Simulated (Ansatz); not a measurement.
Input for Ansatz (development build ahead of 0.2.0):

```yaml
crystal:
  periodic: [false, false, false]
  atoms:
    - { symbol: Cl, position_ang: [0.0, 0.46599, -1.19816] }
    - { symbol: C, position_ang: [0.0, -0.55224, 0.14371] }
    - { symbol: H, position_ang: [0.0, 0.08625, 1.05445] }
basis:
  gaussian: { orbitals: def2-SVP }
hamiltonian:
  xc: hf
correlation:
  method: mp2
  frozen_orbitals: { C: 1, Cl: 5, H: 0 }
```

The input is written out in the form of the current development build from the run's settings.

Results

```json
{
 "Converged": "yes",
 "Reference energy": "-497.63805 hartree",
 "Correlation energy": "-0.24455 hartree",
 "Total energy": "-497.88261 hartree",
 "Spin squared of the determinant": "0.000",
 "Stability test": "minimum among restricted orbitals",
 "Occupied orbitals by symmetry in an Abelian subgroup (alpha; beta)": "10 A' 2 A''; 10 A' 2 A''"
}
```

Messages of the program:
```
mean field -13541.42128898 eV, -497.6380536652 hartree, gradient 3.9e-6 eV, S^2 0.000000; 0 other ends of a descent, 0 dependent functions left out; unlike orbitals of the two spins would lower it
```

Caution: an unrestricted determinant lies well below.
